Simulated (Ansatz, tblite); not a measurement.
Forces on C3H4⁻ at its B3LYP-D4/def2-TZVPD geometry. Charge -1, multiplicity 2.

The xTB rows come from tblite. Correlated methods freeze 3 core orbitals. At PBE-QIDH/def2-TZVPD the charge -1 doublet is spin-contaminated (final ⟨S²⟩ up to 0.83, 0.75 for a pure state). The structure comes from a short search, and lower isomers may exist.

GFN1-xTB (tblite), largest force 0.48 eV/Å:

```xyz
7
positions Å, forces eV/Å
C     1.051   -0.642    0.864   -0.303   -0.031   -0.369
C    -0.587    0.900   -0.177    0.223   -0.188    0.152
C     0.078   -0.322   -0.090    0.089    0.083    0.147
H    -1.336    1.097   -0.940    0.037    0.065    0.082
H     1.397   -1.681    0.680    0.073    0.111    0.147
H    -0.241   -1.046   -0.868   -0.027   -0.087   -0.079
H    -0.362    1.693    0.531   -0.093    0.047   -0.082
```

GFN2-xTB (tblite), largest force 1.11 eV/Å:

```
C -0.368 1.034 0.158
C 0.346 -0.317 0.224
C 0.060 0.279 0.222
H 0.038 0.055 0.077
H 0.257 -0.811 -0.158
H -0.212 -0.181 -0.348
H -0.121 -0.060 -0.175
```

PBE-QIDH/def2-TZVPD (Ansatz), largest force 0.17 eV/Å:

```
C -0.116 0.053 -0.107
C 0.087 -0.102 0.040
C -0.034 -0.002 -0.041
H 0.083 -0.045 0.073
H -0.072 0.093 -0.029
H 0.053 0.109 0.123
H -0.001 -0.107 -0.059
```
